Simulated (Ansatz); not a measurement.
Compare A (`FC1=CCCC1`) with its isomer B (`CC=C=C(C)F`).

Gas-phase electronic energies from Ansatz, PBE0-D4/def2-TZVP geometries. CBS: MP2 limit from def2 TZ/QZ plus the TZ coupled-cluster correction, frozen cores. Functionals use def2-TZVPP.

(1) Which is lower in electronic energy at CCSD(T)/CBS, and by how much? (Estimate.)

(2) Give E(B) − E(A) in kJ/mol with PBE-D4, PBE0-D4, HF/def2-TZVPP, MP2/def2-TZVPP, CCSD/def2-TZVPP, CCSD(T)/def2-TZVPP, B2PLYP. (Best estimate.)

Largest T1 diagnostic: 0.012.

## Answers

(1) The calculation gave: A, by 115.4 kJ/mol.

(2) Ansatz gave: PBE-D4 102.9, PBE0-D4 121.1, HF/def2-TZVPP 107.9, MP2/def2-TZVPP 125.3, CCSD/def2-TZVPP 118.0, CCSD(T)/def2-TZVPP 116.0, B2PLYP 100.8. None reverses the order clearly.

The D4 term adds +7.0 kJ/mol with B3LYP and +3.3 kJ/mol with PBE0; it sums over pairs of atoms, weighted by their polarisabilities, and B3LYP, whose exchange is more repulsive, gets the larger term. In def2-TZVPP, CCSD(T) changes the Hartree–Fock value by +8.1 kJ/mol (the triples alone add −2.0 kJ/mol) and MP2 by +17.4 kJ/mol.

B3LYP here is the variant with VWN-RPA as its local correlation; programs differ in this.
